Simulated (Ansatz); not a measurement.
This geometry of H₃Si₂ (5 atoms, charge -1, multiplicity 1) is a first-order saddle point.

All numbers below come from Ansatz 0.2.0, RHF/def2-TZVP.

```xyz
5
Properties=species:S:1:pos:R:3
Si -1.457 1.091 -0.746
Si 0.378 0.129 -0.039
H -1.161 -0.470 0.030
H 0.985 -1.206 -0.396
H 1.255 0.456 1.151
```

Problem. Which two structures does it join? (They come from a converged band through this point; their orientation in space is the band's.)

Solution. Bonds broken: Si1–H3. Bonds formed: Si2–H3.

First end point:

```xyz
5
Properties=species:S:1:pos:R:3
Si -1.439 0.868 -0.066
Si 0.579 0.053 0.164
H -1.993 -0.431 -0.652
H 1.113 -1.303 -0.166
H 1.740 0.813 0.720
```

Last end point:

```xyz
5
Properties=species:S:1:pos:R:3
Si -1.213 1.659 -0.985
Si 0.102 -0.026 0.013
H -0.907 -0.958 0.628
H 0.973 -0.945 -0.807
H 1.045 0.270 1.152
```

Problem. How far does it lie above each of them?

Solution. 1.35 eV above the first and 0.44 eV above the second. This is the barrier of this one path; another mechanism may lie lower. The orbitals stay closed-shell, which can raise the energy where a bond breaks towards radicals; this wasn't checked here. Limits of this set-up: an anion without diffuse functions, the dipole of an ion depends on the origin.

The run took 65 s on 1 thread of Intel(R) Xeon(R) Platinum 8488C (Sapphire Rapids), on a shared host, peak memory 0.19 GiB.
